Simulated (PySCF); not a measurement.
PySCF job for dimethylamine cation (C2H7N), SMILES CNC (connectivity only; charge and spin as stated), charge +1, multiplicity 2, TDA-PBE/def2-SVPD. Geometry optimised at B3LYP-D3(BJ)/def2-TZVP. The multiplicity is an assumed one; other spin states were not compared.

```python
import numpy as np
from pyscf import gto, scf, dft, tdscf

mol = gto.M(
    atom='''
    C     1.27338344    0.00018619    0.20736522
    N     0.00000000    0.00000000   -0.44267143
    C    -1.27338345   -0.00018619    0.20736521
    H     1.84180280   -0.88130548   -0.12025074
    H     1.15471243    0.00550351    1.28613955
    H     1.84673991    0.87473790   -0.12938067
    H    -0.00000000   -0.00000000   -1.46269889
    H    -1.84673990   -0.87473790   -0.12938066
    H    -1.84180280    0.88130547   -0.12025073
    H    -1.15471243   -0.00550352    1.28613955
    ''',
    basis='def2-SVPD',
    charge=1,
    spin=1,
    max_memory=1600,
    verbose=4,
)
mf = dft.UKS(mol, xc='pbe').density_fit(auxbasis='def2-universal-jkfit')
mf.grids.level = 3
mf.conv_tol = 1e-9
mf.max_cycle = 100
mf.kernel()
fine, coarse = mf.grids, dft.Grids(mol).set(level=1).build(with_non0tab=True)
for _ in range(3):  # follow internal instabilities
    mf.grids = coarse
    mo, _, stable, _ = mf.stability(return_status=True, nroots=4)
    mf.grids = fine
    if stable:
        break
    mf.kernel(mf.make_rdm1(mo, mf.mo_occ))
mf.grids = dft.Grids(mol).set(level=1).build(with_non0tab=True)  # coarser grid for the response kernel
td = tdscf.TDA(mf)
td.nstates = 10
td.conv_tol = 1e-4
td.positive_eig_threshold = 1e-6
td.kernel(x0=td.get_init_guess(mf, 15))
td.analyze()
```

It prints:

```
PySCF version 2.14.0

[INPUT] verbose = 4
[INPUT] num. atoms = 10
[INPUT] num. electrons = 25
[INPUT] charge = 1
[INPUT] spin (= nelec alpha-beta = 2S) = 1
[INPUT] symmetry False subgroup None
[INPUT] Mole.unit = angstrom
[INPUT] Symbol           X                Y                Z      unit          X                Y                Z       unit  Magmom
[INPUT]  1 C      1.273383440000   0.000186190000   0.207365220000 AA    2.406345953157   0.000351848107   0.391863473560 Bohr   0.0
[INPUT]  2 N      0.000000000000   0.000000000000  -0.442671430000 AA    0.000000000000   0.000000000000  -0.836527765870 Bohr   0.0
[INPUT]  3 C     -1.273383450000  -0.000186190000   0.207365210000 AA   -2.406345972054  -0.000351848107   0.391863454663 Bohr   0.0
[INPUT]  4 H      1.841802800000  -0.881305480000  -0.120250740000 AA    3.480502867457  -1.665425989278  -0.227240964876 Bohr   0.0
[INPUT]  5 H      1.154712430000   0.005503510000   1.286139550000 AA    2.182090245331   0.010400126624   2.430451507471 Bohr   0.0
[INPUT]  6 H      1.846739910000   0.874737900000  -0.129380670000 AA    3.489832653204   1.653015061777  -0.244494032113 Bohr   0.0
[INPUT]  7 H      0.000000000000   0.000000000000  -1.462698890000 AA    0.000000000000   0.000000000000  -2.764100304805 Bohr   0.0
[INPUT]  8 H     -1.846739900000  -0.874737900000  -0.129380660000 AA   -3.489832634307  -1.653015061777  -0.244494013215 Bohr   0.0
[INPUT]  9 H     -1.841802800000   0.881305470000  -0.120250730000 AA   -3.480502867457   1.665425970381  -0.227240945979 Bohr   0.0
[INPUT] 10 H     -1.154712430000  -0.005503520000   1.286139550000 AA   -2.182090245331  -0.010400145521   2.430451507471 Bohr   0.0

nuclear repulsion = 84.0516627950062
number of shells = 52
number of NR pGTOs = 160
number of NR cGTOs = 116
basis = def2-SVPD
ecp = {}


[settings echo left out]
init E= -134.882558971496
  alpha nocc = 13  HOMO = -0.240603099326361  LUMO = -0.0201947054542462
  beta  nocc = 12  HOMO = -0.407835749405032  LUMO = -0.24060309932636

WARN: HOMO -0.240603099326361 >= LUMO -0.24060309932636

cycle= 1 E= -134.562504823658  delta_E= 0.32  |g|= 0.24  |ddm|= 2.75
  alpha nocc = 13  HOMO = -0.498548755418542  LUMO = -0.210777687194089
  beta  nocc = 12  HOMO = -0.552186694084794  LUMO = -0.453282771522716
  HOMO = -0.498548755419  LUMO = -0.453282771523  gap/eV = 1.23175
cycle= 2 E= -134.494072090401  delta_E= 0.0684  |g|= 0.459  |ddm|= 0.604
  alpha nocc = 13  HOMO = -0.46878947166557  LUMO = -0.189536099265422
  beta  nocc = 12  HOMO = -0.570204966190365  LUMO = -0.412033779806739
  HOMO = -0.468789471666  LUMO = -0.412033779807  gap/eV = 1.54440
cycle= 3 E= -134.589980484334  delta_E= -0.0959  |g|= 0.0513  |ddm|= 0.348
  alpha nocc = 13  HOMO = -0.480173887960358  LUMO = -0.19136816899218
  beta  nocc = 12  HOMO = -0.578918954154972  LUMO = -0.420516225409009
  HOMO = -0.48017388796  LUMO = -0.420516225409  gap/eV = 1.62337
cycle= 4 E= -134.591008741753  delta_E= -0.00103  |g|= 0.0199  |ddm|= 0.0634
  alpha nocc = 13  HOMO = -0.476988861232718  LUMO = -0.189644092396387
  beta  nocc = 12  HOMO = -0.574795996351884  LUMO = -0.415107870142155
  HOMO = -0.476988861233  LUMO = -0.415107870142  gap/eV = 1.68387
cycle= 5 E= -134.591209944027  delta_E= -0.000201  |g|= 0.00542  |ddm|= 0.0265
  alpha nocc = 13  HOMO = -0.477986834673581  LUMO = -0.190145972020556
  beta  nocc = 12  HOMO = -0.57498433254657  LUMO = -0.415343010602638
  HOMO = -0.477986834674  LUMO = -0.415343010603  gap/eV = 1.70463
cycle= 6 E= -134.591227374245  delta_E= -1.74e-05  |g|= 0.00066  |ddm|= 0.00811
  alpha nocc = 13  HOMO = -0.478185421552891  LUMO = -0.190191048528253
  beta  nocc = 12  HOMO = -0.575104590952147  LUMO = -0.41534397657447
  HOMO = -0.478185421553  LUMO = -0.415343976574  gap/eV = 1.71000
cycle= 7 E= -134.591227715777  delta_E= -3.42e-07  |g|= 0.00022  |ddm|= 0.00156
  alpha nocc = 13  HOMO = -0.478212836063281  LUMO = -0.190215308089375
  beta  nocc = 12  HOMO = -0.575094937182406  LUMO = -0.415356928256093
  HOMO = -0.478212836063  LUMO = -0.415356928256  gap/eV = 1.71040
cycle= 8 E= -134.591227744638  delta_E= -2.89e-08  |g|= 5.88e-05  |ddm|= 0.000541
  alpha nocc = 13  HOMO = -0.478197070621919  LUMO = -0.190207028720612
  beta  nocc = 12  HOMO = -0.575088111005162  LUMO = -0.415342425079852
  HOMO = -0.478197070622  LUMO = -0.41534242508  gap/eV = 1.71036
cycle= 9 E= -134.591227746943  delta_E= -2.31e-09  |g|= 1.01e-05  |ddm|= 0.000111
  alpha nocc = 13  HOMO = -0.47819650401011  LUMO = -0.190207126684821
  beta  nocc = 12  HOMO = -0.575088240030244  LUMO = -0.415343023570598
  HOMO = -0.47819650401  LUMO = -0.415343023571  gap/eV = 1.71033
cycle= 10 E= -134.591227747013  delta_E= -6.97e-11  |g|= 1.77e-06  |ddm|= 2.05e-05
  alpha nocc = 13  HOMO = -0.478197113188476  LUMO = -0.190207470231566
  beta  nocc = 12  HOMO = -0.575088813948534  LUMO = -0.415343634913787
  HOMO = -0.478197113188  LUMO = -0.415343634914  gap/eV = 1.71033
Extra cycle  E= -134.591227747015  delta_E= -1.53e-12  |g|= 1.96e-06  |ddm|= 5.28e-06
converged SCF energy = -134.591227747015  <S^2> = 0.75282723  2S+1 = 2.0028252
tot grids = 32784
uhf_internal: lowest eigs of H = [0.74218331 0.75346684 0.76417023 0.76911875]
<class 'pyscf.df.df_jk.DFUKS'> wavefunction is stable in the internal stability analysis
tot grids = 32784
Overwritten attributes  positive_eig_threshold  of <class 'pyscf.tdscf.uks.TDA'>


******** <class 'pyscf.tdscf.uks.TDA'> for <class 'pyscf.df.df_jk.DFUKS'> ********
nstates = 10
deg_eia_thresh = 1.000e-03
wfnsym = None
conv_tol = 0.0001
eigh lindep = 1e-12
eigh level_shift = 0
eigh max_cycle = 100


Excitation energies (eV)
[4.41153958 4.52273425 5.29319343 6.58013417 6.62743964 7.64606191
 8.00796628 8.86763018 9.25240064 9.3323462 ]

** Excitation energies and oscillator strengths **
Excited State   1:      4.41154 eV    281.05 nm  f=0.0000
      12b ->   13b     -0.99820
Excited State   2:      4.52273 eV    274.14 nm  f=0.0017
      11b ->   13b     -0.99865
Excited State   3:      5.29319 eV    234.23 nm  f=0.2146
      10b ->   13b      0.98895
Excited State   4:      6.58013 eV    188.42 nm  f=0.0000
       8b ->   13b      0.99586
Excited State   5:      6.62744 eV    187.08 nm  f=0.0132
       9b ->   13b      0.97641
Excited State   6:      7.64606 eV    162.15 nm  f=0.0023
      13a ->   14a     -0.99321
Excited State   7:      8.00797 eV    154.83 nm  f=0.0145
       7b ->   13b     -0.98381
Excited State   8:      8.86763 eV    139.82 nm  f=0.0172
      13a ->   15a      0.99169
Excited State   9:      9.25240 eV    134.00 nm  f=0.0036
      13a ->   16a      0.99302
Excited State  10:      9.33235 eV    132.85 nm  f=0.0000
      13a ->   17a     -0.99667

** Transition electric dipole moments (AU) **
state          X           Y           Z        Dip. S.      Osc.
  1         0.0000      0.0000      0.0029      0.0000      0.0000
  2         0.0019      0.1221     -0.0000      0.0149      0.0017
  3         1.2863     -0.0034      0.0000      1.6545      0.2146
  4         0.0000     -0.0000      0.0071      0.0001      0.0000
  5        -0.0000     -0.0000      0.2856      0.0816      0.0132
  6        -0.0001     -0.1100     -0.0000      0.0121      0.0023
  7         0.0002     -0.2719     -0.0000      0.0740      0.0145
  8         0.0023     -0.2812     -0.0000      0.0791      0.0172
  9        -0.0015      0.1262     -0.0000      0.0159      0.0036
 10        -0.0000     -0.0000     -0.0001      0.0000      0.0000

** Transition velocity dipole moments (imaginary part, AU) **
state          X           Y           Z        Dip. S.      Osc.
  1         0.0000     -0.0000     -0.0004      0.0000      0.0000
  2        -0.0001     -0.0065      0.0000      0.0000      0.0002
  3         0.0632      0.0003     -0.0000      0.0040      0.0137
  4         0.0000      0.0000      0.0001      0.0000      0.0000
  5        -0.0000      0.0000      0.0069      0.0000      0.0001
  6        -0.0000      0.0031     -0.0000      0.0000      0.0000
  7         0.0001      0.0106     -0.0000      0.0001      0.0003
  8         0.0005     -0.1140     -0.0000      0.0130      0.0266
  9        -0.0004      0.0706      0.0000      0.0050      0.0098
 10        -0.0000     -0.0000     -0.0001      0.0000      0.0000

** Transition magnetic dipole moments (imaginary part, AU) **
state          X           Y           Z
  1        -0.0000      0.0000      0.3317
  2        -0.7135      0.0014     -0.0000
  3         0.0014      0.2465     -0.0000
  4         0.0000      0.0000     -0.7347
  5        -0.0000     -0.0000      0.0151
  6        -0.3810      0.0004      0.0000
  7        -0.4324     -0.0008      0.0000
  8         0.0266     -0.0010      0.0000
  9        -0.2037     -0.0035     -0.0000
 10         0.0000      0.0000     -0.4603
```

The run converged.

Cost: very roughly 2.1 core-minutes.
